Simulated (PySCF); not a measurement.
**Löwdin shares of the frontier orbitals**

C5H6.
Structure used (PBE0-D3(BJ)/def2-SVP), in Å, numbered top down from 1:
```xyz
11
C5H6 angstrom
C      2.210    1.318    0.763
C      1.439    0.429    0.478
C      0.495   -0.627    0.121
C     -0.722   -0.107   -0.594
C     -1.976   -0.297   -0.186
H      2.895    2.105    1.018
H      0.194   -1.176    1.029
H      1.017   -1.357   -0.524
H     -0.527    0.464   -1.510
H     -2.821    0.099   -0.754
H     -2.204   -0.852    0.729
```

Computed, not measured: PySCF, TDDFT B3LYP/def2-SVPD, vertical, gas phase, core orbitals frozen in the response.

Kohn–Sham orbitals with the atoms that hold most of them (Löwdin shares over 4%, at most four atoms; ? is withheld):

| orbital | ε (eV) | atoms |
| --- | --- | --- |
| HOMO-3 | -10.00 | C4 24%, C5 23%, H9 14%, C3 12% |
| HOMO-2 | -7.78 | C2 23%, C1 23%, C4 18%, C5 17% |
| HOMO-1 | -7.55 | ? |
| HOMO | -7.39 | ? |
| LUMO | ? | C5 32%, C4 31%, C3 7%, H11 6% |
| LUMO+1 | 0.56 | C5 16%, C3 16%, C2 13%, C1 12% |
| LUMO+2 | 0.82 | C1 30%, C2 28%, H6 11%, C3 11% |

Problem. Give the leading atoms of the HOMO-1.

Solution. C1 (bonded to C and H) 42%; C2 (bonded to 2 C) 40%; C3 (bonded to 2 C and 2 H) 6%; H6 (bonded to C) 4%. By element: carbon 88% or more, hydrogen 4% or more.

Problem. Give the leading atoms of the HOMO.

Solution. C5 (bonded to C and 2 H) 22%; C4 (bonded to 2 C and H) 21%; C1 (bonded to C and H) 20%; C2 (bonded to 2 C) 19%.

Problem. What is the LUMO energy, and the HOMO–LUMO gap?

Solution. ε(LUMO) = -0.26 eV; the gap is 7.13 eV (0.2620 hartree).

Problem. The HOMO–LUMO gap is 7.13 eV. Where does the response calculation put the lowest singlet, and from which orbitals?

Solution. S1 is at 6.21 eV (f = 0.0023), 0.92 eV below the gap, made of HOMO-1→LUMO (58%), HOMO→LUMO (20%). Its leading pair isn't HOMO and LUMO; the energies of that pair differ by 7.29 eV. Without the coupling terms of the response equations the lowest excitation would equal the gap.

Next come S2 at 6.38 eV (f 0.048), HOMO→LUMO (34%), HOMO-2→LUMO (26%), HOMO-1→LUMO (24%); S3 at 6.70 eV (f 0.0007), HOMO-1→LUMO+2 (43%), HOMO→LUMO+2 (26%), HOMO-2→LUMO+2 (18%); S4 at 6.93 eV (f 0.0010), HOMO→LUMO+1 (30%), HOMO-1→LUMO+2 (19%), HOMO-2→LUMO (10%); S5 at 6.96 eV (f 0.0043), HOMO-1→LUMO+3 (25%), HOMO→LUMO+1 (24%), HOMO-1→LUMO+1 (16%).

Löwdin shares depend on the basis, the more so with diffuse functions.

On an Arm Neoverse N1 with one thread, no GPU (shared host), this took 2.0 min of wall time.

One conformer stands for the species.
